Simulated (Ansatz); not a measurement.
## Co (P-3m1)

All numbers below come from DFT r2SCAN, scalar-relativistic, plane waves, PAW in Ansatz.

Cutoff 500 eV; k points 18×18×10 on the computed 2-atom cell (Γ-centred); Gaussian smearing, width 0.10 eV; collinear spin from starting moments 2.1 2.1 μB.

The structure is relaxed at this level of theory with its symmetry kept.

```
Co
1.0
     2.47301    0.00000    0.00000
    -1.23650    2.14169    0.00000
     0.00000    0.00000    4.03463
Co
2
Direct
  0.66667 0.33333 0.25673
  0.33333 0.66667 0.74327
```

```
Space group                                                       : P-3m1 (No. 164)
Volume per atom                                                   : 10.68 Å³
Formation energy from the elements' standard states (uncorrected) : -0.004 eV/atom
Generalised Kohn–Sham band gap                                    : none (metal)
Density of states at the Fermi level                              : 1.05 states/eV per cell
Löwdin character within 0.5 eV of the Fermi level                 : Co 3d 86 %, Co 4s 8 %, unprojected 5 %
Bader charges (e)                                                 : Co (2 in the cell) 0.00
Total moment                                                      : 3.55 μB per cell
Site moments (μB; atoms counted from 1 over the whole cell)       : Co (atom 1) 1.91, Co (atom 2) 1.91
```

The state reached may not be the lowest one.

Only this magnetic start was tried.

Cost: 1 run of about 4 core-minutes, on AMD EPYC (Zen 3) (shared hosts).